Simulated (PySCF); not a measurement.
# CH5B: electronic excitations and core binding energies

Aim: predict the electronic excitations and core binding energies of CH5B (`BC`).

Computed with PySCF 2.14.0, with density-fitted response routines of our own, on a single molecule in the gas phase. Atoms count from 0, in the outputs and in this text.

### 1 Starting geometry

7 atoms, charge 0, multiplicity 1; geometry from: GFN2-xTB.

Bonds of the start (Å): B0–C1 1.57, B0–H2 1.17, B0–H3 1.17, C1–H4 1.09, C1–H5 1.09, C1–H6 1.09.

### 2 TDDFT and polarisability: CAM-B3LYP/def2-SVPD

The job: settings as JSON, then the geometry in Å.

```
{"job": {"kind": "uv", "xc": "CAM-B3LYP", "basis": "def2-SVPD", "nstates": 8, "ntriplets": 3}, "charge": 0, "multiplicity": 1}
B      0.895100     0.096775    -0.000074
C     -0.657515    -0.102708    -0.011824
H      1.628478    -0.807169    -0.114917
H      1.329973     1.175953     0.127878
H     -1.092351     0.273972     0.914565
H     -0.989462    -1.129219    -0.141354
H     -1.110890     0.497300    -0.801351
```

With the program's defaults for keys left out, this is: TDDFT CAM-B3LYP/def2-SVPD, vertical, gas phase, core orbitals frozen in the response.

Log:

```text
coarse grid: 5272 points
cycle   1  E = -65.8123336354  dE = -8.997e-02  |g| = 2.338e-01  |ddm| = 2.779e+00
cycle   2  E = -65.8194226519  dE = -7.089e-03  |g| = 1.808e-01  |ddm| = 4.538e-01
cycle   3  E = -65.8277165363  dE = -8.294e-03  |g| = 1.552e-02  |ddm| = 2.108e-01
cycle   4  E = -65.8278022778  dE = -8.574e-05  |g| = 1.935e-03  |ddm| = 3.615e-02
cycle   5  E = -65.8278038546  dE = -1.577e-06  |g| = 6.219e-04  |ddm| = 5.841e-03
final grid: 49280 points
cycle   6  E = -65.8416827059  dE = -1.262e-05  |g| = 2.475e-03  |ddm| = 2.715e-02
cycle   7  E = -65.8416831051  dE = -3.992e-07  |g| = 2.190e-03  |ddm| = 6.145e-03
cycle   8  E = -65.8416843036  dE = -1.199e-06  |g| = 4.424e-05  |ddm| = 2.328e-03
cycle   9  E = -65.8416843047  dE = -1.017e-09  |g| = 5.743e-06  |ddm| = 2.319e-04
cycle  10  E = -65.8416843047  dE = -2.314e-11  |g| = 2.312e-06  |ddm| = 2.079e-05
converged SCF energy = -65.8416843047

Static polarisability (au): isotropic 28.760, principal 24.855 28.644 32.782

Singlet excitations
state   eV       nm        f      main configurations
  1   5.9001    210.1   0.00018   H->L 0.97
  2   6.1710    200.9   0.00081   H-1->L 0.98
  3   8.7945    141.0   0.01250   H->L+1 0.97
  4   8.9569    138.4   0.00229   H-3->L 0.97
  5   9.0866    136.4   0.10032   H-2->L 0.95
  6   9.1470    135.5   0.02482   H-1->L+1 0.92
  7   9.7435    127.2   0.09535   H->L+2 0.93
  8  10.1543    122.1   0.25793   H-1->L+2 0.93

Triplet excitations (Tamm-Dancoff, eV): 5.2078 5.5570 8.2197
```

Wall time 2.5 s (1 thread, shared host).

The orbitals next to the gap, with their largest atomic shares:

| orbital | eV | atoms |
| --- | --- | --- |
| HOMO−3 | -13.21 | C1 40 %, H5 19 %, B0 16 % |
| HOMO−2 | -12.75 | C1 49 %, H4 20 %, H6 19 % |
| HOMO−1 | -10.95 | C1 38 %, B0 36 %, H3 9 % |
| HOMO | -10.60 | B0 36 %, H2 19 %, H3 17 % |
| LUMO | -0.16 | B0 56 %, C1 14 %, H2 12 % |
| LUMO+1 | 1.24 | B0 65 %, C1 12 %, H4 5 % |
| LUMO+2 | 2.16 | C1 30 %, B0 20 %, H5 11 % |

With each of the 8 states as a Gaussian band of 0.4 eV half-width at 1/e, the curve within the window shown has maxima at 136 nm (ε 5,700), 123 nm (ε 12,000) L/(mol cm). Beyond the last state computed it falls off for lack of states. The curve at chosen wavelengths:

```tsv
nm	ε (L/mol/cm)
119	6115
124	11825
128	7479
133	5167
137	5673
142	3022
147	662
151	122
156	9
160	1
165	0
170	0
174	0
179	1
183	3
188	10
193	22
197	32
202	38
206	36
211	27
216	17
220	11
225	5
229	3
234	1
```

Further results of this job:

```
           property  computed
  dipole moment (D)      0.58
polarisability (Å³)      4.26
 HOMO–LUMO gap (eV)     10.44
      −ε(HOMO) (eV)     10.60
```

### 3 X-ray photoelectron lines: SCAN, X2C

Settings changed since step 2:

```diff
@@ -1,2 +1,2 @@
-{"job": {"kind": "uv", "xc": "CAM-B3LYP", "basis": "def2-SVPD", "nstates": 8, "ntriplets": 3}, "charge": 0, "multiplicity": 1}
+{"job": {"kind": "xps"}, "charge": 0, "multiplicity": 1}
 B      0.895100     0.096775    -0.000074
```

Method: delta-SCF UKS SCAN, pcX-2 on the ionised atom, pcseg-1 elsewhere, spin-free X2C.

Log:

```text
ground state, core basis on atom 0 (B), 84 functions
  cycle   1  E = -65.87308658  |g| = 3.82e-01
  cycle   2  E = -65.85473388  |g| = 4.52e-01
  cycle   3  E = -65.91367315  |g| = 2.11e-02
  cycle   4  E = -65.91380352  |g| = 7.83e-03
  cycle   5  E = -65.91381932  |g| = 3.01e-03
  cycle   6  E = -65.91382319  |g| = 3.25e-04
  E(ground) = -65.91595849 Eh
hole in B 1s of atom 0
  cycle   1  E = -58.30777234  |g| = 1.14e+00
  cycle   2  E = -56.96870506  |g| = 1.73e+00
  cycle   3  E = -58.54651983  |g| = 4.85e-01
  cycle   4  E = -58.68214752  |g| = 1.52e-01
  cycle   5  E = -58.69359929  |g| = 3.85e-02
  cycle   6  E = -58.69439377  |g| = 8.12e-03
  cycle   7  E = -58.69444257  |g| = 2.65e-03
  cycle   8  E = -58.69445091  |g| = 1.13e-03
  cycle   9  E = -58.69445346  |g| = 4.18e-04
  E(ion) = -58.69726628 Eh   <S^2> = 0.7758   hole on atom = 1.000   binding energy = 196.431 eV
ground state, core basis on atom 1 (C), 84 functions
  cycle   1  E = -65.92106666  |g| = 5.63e-02
  cycle   2  E = -65.92104771  |g| = 1.52e-02
  cycle   3  E = -65.92104120  |g| = 1.63e-02
  cycle   4  E = -65.92110781  |g| = 7.59e-04
  cycle   5  E = -65.92110730  |g| = 4.70e-05
  E(ground) = -65.92192695 Eh
hole in C 1s of atom 1
  cycle   1  E = -54.70396338  |g| = 1.50e+00
  cycle   2  E = -54.33674387  |g| = 1.60e+00
  cycle   3  E = -55.22541295  |g| = 2.68e-01
  cycle   4  E = -55.25123877  |g| = 3.44e-02
  cycle   5  E = -55.25151327  |g| = 5.37e-03
  cycle   6  E = -55.25153313  |g| = 2.41e-03
  cycle   7  E = -55.25153776  |g| = 9.35e-04
  cycle   8  E = -55.25153910  |g| = 4.49e-04
  E(ion) = -55.25116473 Eh   <S^2> = 0.7654   hole on atom = 1.000   binding energy = 290.366 eV
```

It took 3.4 s on 1 thread, shared host.

The holes in one table. −ε is the ground-state orbital energy:

| hole | stands for | environment | ΔSCF (eV) | −ε (eV) | ⟨S²⟩ |
| --- | --- | --- | --- | --- | --- |
| B1s on B0 | B0 | boron bonded to C, 2 H | 196.43 | 180.1 | 0.776 |
| C1s on C1 | C1 | methyl carbon bonded to B | 290.37 | 272.9 | 0.765 |

### 4 Results

| quantity | value |
| --- | --- |
| lowest singlet (CAM-B3LYP/def2-SVPD) | 5.90 eV (210 nm), f = 0.000 |
| brightest single state of those computed | state 8, 10.15 eV, f = 0.258 |
| lowest triplet | 5.21 eV |
| B1s binding energies, SCAN/pcX-2 | B0 196.43 eV |
| C1s binding energies, SCAN/pcX-2 | C1 290.37 eV |

What this shows: The first singlet state (HOMO→LUMO 0.97) lies at 5.90 eV and is dark; of the 8 states computed, the strongest absorption comes from state 8 at 10.15 eV (the last computed, so partners may be missing). The lowest triplet lies 0.69 eV below the lowest singlet (triplets in Tamm-Dancoff, singlets in full TDDFT).
